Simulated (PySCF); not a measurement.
# U-r2SCAN/aug-cc-pVTZ run of Si2 (disilicon)

Aim: the vertical electron affinity of Si2 (disilicon) at U-r2SCAN/aug-cc-pVTZ, from 2 runs. The job is set up through a Python script.

The calculation is run with PySCF 2.14.0.

4 further runs of the same task are left out: 4 set aside as unsound or not needed.

### Step 1. The structure to begin with

Si2 has 2 atoms, charge 0, and is taken as a triplet. SMILES: `[Si]=[Si]`. The shape is that of a GFN2-xTB optimisation.

Bond lengths: Si1–Si2 2.174 Å.

### Step 2. A single-point energy at U-r2SCAN/aug-cc-pVTZ

The input, input.py:

```python
# disilicon
from pyscf import gto, dft

mol = gto.M(
    atom='Si 0.000000 0.000000 0.000000; Si 0.000000 0.000000 2.174210',
    verbose=3,
    max_memory=1860,
    basis='aug-cc-pvtz',
    charge=0,
    spin=2,
)

myscf = dft.UKS(mol, xc='r2scan')
myscf.conv_tol = 1e-10
myscf.grids.level = 5
myscf.kernel()
if not myscf.converged:
    myscf = myscf.newton().run(myscf.mo_coeff, myscf.mo_occ)

e_tot = myscf.e_tot
print('E = %.10f Eh' % e_tot)
```

On the command line:

```sh
OMP_NUM_THREADS=1 python input.py
```

The program printed:

```text
WARN: HOMO -0.198101987032523 >= LUMO -0.201392948374916

converged SCF energy = -578.814454683197  <S^2> = 2.0091762  2S+1 = 3.0061112
E = -578.8144546832 Eh
```

It took 23 s on 1 thread of Arm Neoverse V2, shared host; peak memory 0.54 GiB.

### Step 3. The doublet anion at the same level

The input, job.py:

```python
from pyscf import gto, dft

mol = gto.M(
    atom=[
    ('Si', (0.000000, 0.000000, 0.000000)),
    ('Si', (0.000000, 0.000000, 2.174210)),
],
    verbose=3,
    spin=1,
    basis='aug-cc-pvtz',
    max_memory=1860,
    charge=-1,
)

mf = dft.UKS(mol)
mf.xc = 'r2scan'
mf.conv_tol = 1e-10
mf.grids.level = 5
mf.kernel()
if not mf.converged:
    mf = mf.newton().run(mf.mo_coeff, mf.mo_occ)

e_final = mf.e_tot
print('E = %.10f Eh' % e_final)
```

On the command line:

```sh
OMP_NUM_THREADS=1 python job.py
```

The program printed:

```text
converged SCF energy = -578.892828981589  <S^2> = 0.76311273  2S+1 = 2.01307
E = -578.8928289816 Eh
```

Run time: 25 s. Hardware: 1 thread of Arm Neoverse V2, shared host; peak memory 0.54 GiB.

### Step 4. Summary of results

Level: U-r2SCAN/aug-cc-pVTZ.

| quantity | value |
| --- | --- |
| triplet Si2: total energy | -578.81445 Eh |
| triplet Si2: dipole moment | 0.00 D |
| triplet Si2: HOMO energy (highest over α and β) | -5.17 eV |
| triplet Si2: LUMO energy (lowest over α and β) | -4.57 eV |
| triplet Si2: ⟨S²⟩ | 2.009 |
| doublet anion: total energy | -578.89283 Eh |
| doublet anion: HOMO energy (highest over α and β) | 0.15 eV |
| doublet anion: LUMO energy (lowest over α and β) | 0.72 eV |
| doublet anion: ⟨S²⟩ | 0.763 |
| vertical electron affinity (to the doublet anion) | 2.133 eV |

At fixed nuclei the extra electron is bound by 2.13 eV (206 kJ/mol). The HOMO (doublet anion) lies at positive energy, 0.15 eV, as semi-local functionals often give for anions; only total energies tell whether the electron is bound.
